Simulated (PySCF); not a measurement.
## Telling isomers of C₅H₉N apart by NMR

[PySCF: GFN2-xTB structure; NMR shieldings at PBE0/pcSseg-1/GIAO; J couplings at B3LYP/pcJ-1 (spin–dipole term left out of most H,H and C,H couplings); a single conformation; no solvent; non-relativistic; fast rotation and ring inversion assumed for equivalent nuclei]

Shifts are taken against calculated references (same method and geometry level): $^{1}$H, $^{13}$C vs TMS. Multiplet labels drop J under 1 Hz and among equivalent protons, and merge close values. Unscaled 3J(H,H) run several per cent high. Where no couplings were computed, multiplicities follow the n + 1 count of equivalent neighbours, and m marks all less simple cases (inequivalent or close neighbours, rings, F or P nearby). Vicinal couplings that depend on rotamer populations or ring flexing (ring, CH–CH, X–H and H–F types) are those of the one conformer. Shifts are as computed. Against solution values, carbons near 30 ppm lie about +3 ppm off and those near 130 ppm about +5 ppm. Of 1211 compounds with measured shifts, 218 miss one by over three times the rms of a fit or turn the order of signals round; such compounds aren't used in these exercises. OH and NH positions are gas-phase values without hydrogen bonding to other molecules.

(1) Tabulate the signals of `C=C(C)[C@@H]1CN1`, `CC(C)[C@H]1C=N1` and their relative energies.

(2) What is the quickest way to tell C=C(C)[C@@H]1CN1 from CC(C)[C@H]1C=N1?

## Answers

(1) 
| SMILES | carbon types | δC | δH | E rel. (kcal/mol) |
| --- | --- | --- | --- | --- |
| C=C(C)[C@@H]1CN1 | 1×C 1×CH 2×CH2 1×CH3 | 158.6, 105.7, 35.0, 32.8, 27.8 | 4.98 (br s, 1H), 4.44 (br s, 1H), 2.10 (s, 3H), 1.88 (m, 1H), 1.85 (m, 1H), 1.60 (m, 1H), -0.08 (br s, 1H) | 0.0 |
| CC(C)[C@H]1C=N1 | 3×CH 2×CH3 | 182.2, 40.0, 34.5, 22.3, 22.0 | 10.74 (d, 1H), 1.28 (d, 3H), 1.08 (dd, 1H), 1.00 (d, 3H), 0.44 (d of sept, 1H) | 6.9 |

Energies are electronic energies at PBE0/pcSseg-1 on these geometries, without zero-point or thermal terms, each for the one conformer computed, which needn't be the lowest.

(2) Both give the same number of carbon signals, but DEPT or the intensities differ. The first has a fully substituted alkene carbon (C) at 158.6 ppm, the second a C=N carbon (CH) at 182.2 ppm. In the proton spectra the most deshielded non-exchanging signals are 4.98 (br s, 1H) and 10.74 (d, J = 2.1 Hz, 1H).
